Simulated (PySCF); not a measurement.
# C4H10: the cost of one run

The runs use PySCF 2.14.0, with density-fitted response routines of our own; the level of theory stands in each step. All values are computed, except where a source is named. Atoms count from 0, in the outputs and in this text.

**1. The molecule as given**

14 atoms, charge 0, multiplicity 1; geometry from: GFN2-xTB. The atoms were then displaced at random by about 0.01 Å, so the start is not that level's minimum.

Bonds of the start (Å): C0–C1 1.50, C1–C2 1.52, C1–C3 1.49, C0–H4 1.08, C0–H5 1.09, C0–H6 1.11, C1–H7 1.10, C2–H8 1.11, C2–H9 1.07, C2–H10 1.10, C3–H11 1.09, C3–H12 1.14, C3–H13 1.08.

**2. Geometry optimisation at PBE0-D3(BJ)/def2-SVP**

What the job is given:

```
{"job": {"xc": "PBE0", "basis": "def2-SVP", "d3": "d3bj", "grid": 1, "shake": 0.01, "kind": "geom"}, "charge": 0, "multiplicity": 1}
C     -0.014100     1.338720    -0.629760
C      0.024300     0.117590     0.249030
C      1.240020    -0.716540    -0.100360
C     -1.207050    -0.707880     0.091630
H      0.857200     1.964180    -0.520660
H     -0.116900     1.082400    -1.683110
H     -0.890240     1.970530    -0.379300
H      0.123790     0.448670     1.291130
H      2.167390    -0.125530     0.057290
H      1.209480    -1.051980    -1.115800
H      1.311460    -1.593120     0.559430
H     -1.200410    -1.585820     0.745140
H     -2.146410    -0.114530     0.350250
H     -1.365680    -1.041770    -0.927660
```

The run is started by

```sh
> OMP_NUM_THREADS=1 python probes_run.py task.json out
```

The driver reads the jobs from task.json and runs them one after another.

**Question.** How long does this first job take on 1 thread of Arm Neoverse V2, shared host, and how much memory does it need?

About 25 s, with a peak of 0.44 GiB.
